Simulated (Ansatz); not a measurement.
# Two structures, one formula

Two relaxed structures of SiH2OF (charge +1), closed shell (PBE0-D4/def2-TZVP; forces vanish, vibrations not checked).

A:

```json
{"atom": "O1", "x (Å)": "-0.5604", "y (Å)": "-1.0364", "z (Å)": "0.2877"}
{"atom": "Si2", "x (Å)": "0.3736", "y (Å)": "0.1139", "z (Å)": "0.1513"}
{"atom": "F3", "x (Å)": "-0.3626", "y (Å)": "1.4029", "z (Å)": "-0.9932"}
{"atom": "H4", "x (Å)": "-0.0504", "y (Å)": "2.2448", "z (Å)": "-1.2988"}
{"atom": "H5", "x (Å)": "1.6389", "y (Å)": "0.7921", "z (Å)": "0.4684"}
```

B:

O1  (-0.466, -0.948, 0.343)
Si2  (0.340, 0.327, -0.015)
F3  (-0.190, 1.380, -0.999)
H4  (-1.327, -1.290, 0.067)
H5  (1.643, 0.531, 0.604)
(Å)

Computed with Ansatz 0.2.0 (basis: def2-TZVPP); correlated methods freeze the cores. B3LYP uses VWN-RPA correlation.

(1) Which structure is lower at CCSD(T), and by how much? (Judge from chemistry; the value comes from the calculation.)

The T1 diagnostic stays at or below 0.022.

## Answers

(1) By the calculation: B, by 75.39 kcal/mol (electronic energy, against the other). By their contacts, A is SiH₂OF ([O][SiH][FH]), total charge +1 and B is SiH₂OF ([OH][SiH][F]), total charge +1.

All methods give the same order:

```
   method  E(B) − E(A) (kcal/mol)
   PBE-D4                  -69.87
r2SCAN-D4                  -75.72
  PBE0-D4                  -76.69
 B3LYP-D4                  -75.46
  wB97M-V                  -76.68
       HF                  -90.40
      MP2                  -74.23
     CCSD                  -78.51
  CCSD(T)                  -75.39
```

Labels in which every atom is bracketed show which atoms are joined, not bond orders.

For scale, one of the runs: CCSD(T)/def2-TZVPP, 132 basis functions, launched by `ansatz run in.yaml --threads 2 --pin off --events-out ev --progress --plain --max-ram 4352MiB`. The run took 9 s on 2 CPU threads of an Arm Neoverse V2 (shared host), with 0.66 GiB of host memory at its peak.
